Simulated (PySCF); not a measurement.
Rows and methods have been separated. Pair them.

1,4-dichlorobutane, C4H8Cl2.
InChI=1S/C4H8Cl2/c5-3-1-2-4-6/h1-4H2

The closed-shell ground state was solved 5 times with PySCF (density fitting, gas phase), always in the def2-SVPD basis (198 functions), with these functionals: B3LYP, BHandHLYP, HF, PBE and PBE0. One conformer (not necessarily the lowest) at the PBE0-D3(BJ)/def2-SVP geometry, without solvent, vibrations or thermal averaging.

| row | total energy (Eh) | HOMO (eV) | LUMO (eV) | dipole (D) |
| --- | --- | --- | --- | --- |
| P | -1074.7524 | -11.72 | 2.66 | 1.24 |
| Q | -1077.3014 | -8.15 | 0.10 | 1.18 |
| R | -1077.1649 | -9.68 | 1.10 | 1.20 |
| S | -1076.6722 | -7.01 | -0.60 | 1.18 |
| T | -1076.7788 | -8.40 | 0.38 | 1.20 |

Which functional belongs to which row?

P = HF, Q = B3LYP, R = BHandHLYP, S = PBE, T = PBE0. By rising HOMO–LUMO gap: PBE (GGA) 6.41 eV; B3LYP (global hybrid, 20 % exact exchange) 8.25 eV; PBE0 (global hybrid, 25 % exact exchange) 8.78 eV; BHandHLYP (global hybrid, 50 % exact exchange) 10.78 eV; HF (all exact exchange) 14.38 eV. Total energies of different functionals aren't bounds to one another; each is stationary for its own functional.

Conformer computed: `[Cl:1][CH2:2][CH2:3][CH2:4][CH2:5][Cl:6]`: Cl1–C2–C3–C4 56°, C2–C3–C4–C5 49°, C3–C4–C5–Cl6 56°.
